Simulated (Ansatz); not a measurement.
The reference is SiC in the zinc blende structure (space group F-43m, No. 216; a = 4.3797 Å).

Levels (all Ansatz, a program for electronic structure, PAW, earlier PAW set): PBE (420 eV, without spin-orbit coupling); r2SCAN (500 eV, spin-orbit coupling left out); HSE06 (420 eV, without spin-orbit coupling); PBE+SOC (420 eV, noncollinear with spin-orbit coupling); HSE06+SOC (420 eV, noncollinear with spin-orbit coupling).

Levels that relaxed their own cell: PBE.

```
level      band gap  lattice parameter a
---------  --------  -------------------
PBE         1.37 eV              4.380 Å
r2SCAN      1.72 eV                    –
HSE06       2.24 eV                    –
PBE+SOC     1.37 eV                    –
HSE06+SOC   2.23 eV                    –
```

Q: From these computed values, estimate the measured ones, and say how each level misses.

A: Measured: band gap 2.53 eV (static lattice; corrected from measurement; as listed in Wei Chen et al., Physical Review Materials (2018)); lattice parameter a 4.346 Å (static lattice; corrected from measurement; as listed in Daniel Mejia-Rodriguez, S. B. Trickey, Phys. Rev. B (2018)). Computed minus measured — band gap: PBE -1.16 eV, r2SCAN -0.81 eV, HSE06 -0.29 eV, PBE+SOC -1.16 eV, HSE06+SOC -0.30 eV (closest: HSE06 and HSE06+SOC); lattice parameter a: PBE +0.8 %. A measured gap can be an optical one, lowered by exciton binding.

Single points use the geometry relaxed with PBE. The hybrid gap comes from the SCF mesh plus the semilocal run's edge points and a few special points and is an upper bound. Differences between runs with and without spin-orbit coupling are approximate. Stability against distortions was not tested.
